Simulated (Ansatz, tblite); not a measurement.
# The cluster ZnCu₃: rung by rung

The task here is to estimate one member of a computed series from the others.

Program: Ansatz 0.2.0, Gaussian basis. Level of theory: as each input shows. These are calculated values, not measurements.

Levels to be run: GFN1-xTB, GFN2-xTB, PBE-D4/def2-TZVP, r2SCAN-D4/def2-TZVP, LDA/def2-TZVP, LC-ωPBE/def2-TZVP, ωB97X-V/def2-TZVP, B2PLYP/def2-TZVP, HF/def2-TZVP, PBE+10HF/def2-SVP, PBE+15HF/def2-SVP, PBE+40HF/def2-SVP, PBE-D4/def2-SVP, PBE0-D4/def2-SVP, HF/6-31G, B3LYP-D4/6-31G, PBE0-D4/def2-TZVPD, PBE-D4/def2-TZVPD, r2SCAN-D4/def2-TZVPD, CCSD(T)/def2-SVP, MP2/def2-TZVP, RPA/def2-TZVP.

1 further run of the same task is left out (set aside as unsound or not needed).

### The relaxed structure

The doublet was relaxed beforehand with B3LYP-D4/def2-SVP. At that level it is the lowest of the isomers that a small search found.

4 atoms, charge 0, spin multiplicity 2.

Bond lengths: Cu1–Cu2 2.457 Å, Cu1–Cu3 2.345 Å, Cu1–Zn4 2.442 Å, Cu2–Cu3 2.345 Å, Cu2–Zn4 2.442 Å. Angles: Cu2–Cu1–Cu3 58.4°, Cu2–Cu1–Zn4 59.8°, Cu3–Cu1–Zn4 118.2°, Cu1–Cu2–Cu3 58.4°, Cu1–Cu2–Zn4 59.8°, Cu3–Cu2–Zn4 118.2°, Cu1–Cu3–Cu2 63.2°, Cu1–Zn4–Cu2 60.4°.

As a file:

```
Cu   -1.1141    0.2218    0.4691
Cu    1.1156   -0.2699   -0.4391
Cu    0.0485   -1.7288    1.0549
Zn   -0.0500    1.7769   -1.0849
```

No spin-orbit coupling is included.

PBE0-D4/def2-TZVP was run before; its log isn't repeated, and its numbers join the tables.

Set-up of the first run:

Tight binding, by tblite at 300 K electronic temperature and without a spin-polarisation term:

```python
tblite.interface.Calculator('GFN1-xTB', numbers, positions, charge=0, uhf=1).singlepoint()
```

Tight binding, by tblite at 300 K electronic temperature and without a spin-polarisation term:

```python
tblite.interface.Calculator('GFN2-xTB', numbers, positions, charge=0, uhf=1).singlepoint()
```

start.molden holds the orbitals of an earlier run on this state, given as this run's starting guess.

in.yaml reads:

```yaml
crystal:
  periodic: [false, false, false]
  atoms:
    - {symbol: Cu, position_ang: [-1.114067, 0.221815, 0.469104]}
    - {symbol: Cu, position_ang: [1.115576, -0.269943, -0.439145]}
    - {symbol: Cu, position_ang: [0.048507, -1.728818, 1.054949]}
    - {symbol: Zn, position_ang: [-0.050006, 1.776946, -1.084897]}
basis:
  gaussian: {orbitals: def2-TZVP, initial_orbitals: start.molden}
magnetization: {spin_polarized: true, initial_magnetization: 1}
hamiltonian: {xc: pbe, dispersion: d4}
scf: {omitted_lower_state_checks: [starts]}
output: {forces: true, orbitals: {seedname: orbitals}}
```

Command:

```sh
> ansatz run in.yaml --threads 4 --pin off --events-out ev --progress --plain --max-ram 8704MiB
```

Among the steps run: PBE-D4/def2-TZVP; r2SCAN-D4/def2-TZVP; LDA/def2-TZVP; LC-ωPBE/def2-TZVP; ωB97X-V/def2-TZVP; B2PLYP/def2-TZVP; HF/def2-TZVP; PBE+10HF/def2-SVP; PBE+15HF/def2-SVP; PBE+40HF/def2-SVP; PBE-D4/def2-SVP; PBE0-D4/def2-SVP; HF/6-31G; B3LYP-D4/6-31G; PBE0-D4/def2-TZVPD; PBE-D4/def2-TZVPD; r2SCAN-D4/def2-TZVPD; CCSD(T)/def2-SVP; MP2/def2-TZVP; RPA/def2-TZVP.

One of the session's tables, all rows but one given; the rest of the session is left out.

| level | HOMO (eV) | LUMO (eV) | gap (eV) |
| --- | --- | --- | --- |
| HF/6-31G | -5.04 | 0.53 | 5.57 |
| HF/def2-TZVP | -5.27 | 0.47 | 5.75 |
| LDA/def2-TZVP | -4.23 | -3.79 | 0.44 |
| PBE-D4/def2-SVP | -3.70 | -3.13 | 0.57 |
| PBE-D4/def2-TZVP | -4.04 | -3.47 | 0.58 |
| PBE-D4/def2-TZVPD | -4.06 | -3.49 | 0.57 |
| r2SCAN-D4/def2-TZVP | -4.23 | -3.16 | 1.07 |
| r2SCAN-D4/def2-TZVPD | -4.23 | -3.17 | 1.07 |
| B3LYP-D4/6-31G | -4.24 | -2.74 | 1.50 |
| PBE0-D4/def2-SVP | -4.14 | -2.22 | 1.92 |
| PBE0-D4/def2-TZVP | -4.44 | -2.48 | 1.96 |
| PBE0-D4/def2-TZVPD | -4.45 | -2.50 | 1.95 |
| LC-ωPBE/def2-TZVP | -6.17 | -0.38 | 5.79 |
| ωB97X-V/def2-TZVP | -5.85 | -0.71 | 5.14 |
| PBE+10HF/def2-SVP | -3.88 | -2.76 | 1.12 |
| PBE+15HF/def2-SVP | -3.96 | -2.57 | 1.39 |
| PBE+40HF/def2-SVP | ? | ? | ? |

**Question.** Estimate the row for PBE+40HF/def2-SVP.

**Answer.** HOMO (eV): -4.40; LUMO (eV): -1.71; gap (eV): 2.69. In the column «HOMO (eV)» it lies between PBE0-D4/def2-TZVP (-4.44) and B3LYP-D4/6-31G (-4.24).

Limits of these values: The yardstick is in a double-zeta basis, so levels in larger sets aren't compared like for like. Over the named functionals and Hartree-Fock in def2-TZVP spin contamination reaches 0.09 (HF), which is small.
